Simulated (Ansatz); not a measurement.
1T (CdI2-type) PtSe2 was calculated with r²SCAN (PAW; Ansatz, a program for electronic structure).

Numerical settings: plane-wave cutoff 560 eV, 12×12×8 k mesh (along the axes of the cell as run), Fermi–Dirac smearing 0.01 eV, scalar-relativistic PAW data made under PBE.

The cell is scaled about its equilibrium volume:

Shape and atoms are relaxed at each volume.

| V (Å³/atom) | P (GPa) | direct gap at Γ (eV) | c (Å) | a (Å) |
|---|---|---|---|---|
| 22.327 | 0.54 | 2.063 | 5.590 | 3.720 |
| 22.792 | 0.25 | 2.260 | 5.712 | 3.718 |
| 23.258 | 0.00 | 2.434 | 5.831 | 3.717 |
| 23.723 | -0.18 | 2.592 | 5.951 | 3.716 |
| 24.188 | -0.32 | 2.731 | 6.069 | 3.716 |

The fundamental gap (0.55 eV at the equilibrium volume, with added k points) lies elsewhere than Γ–Γ.

Note: for a layered or molecular solid the relaxed cell lies over 5 % above the published volume, where the minimum can be shallow; the cell comes from a level without a dispersion term, which matters for the spacing of layers, chains or molecules; the bulk modulus comes from volumes at which shape and atoms were relaxed.

Spin–orbit coupling is not included; with these elements it can move the gap by several tenths of an eV or more.
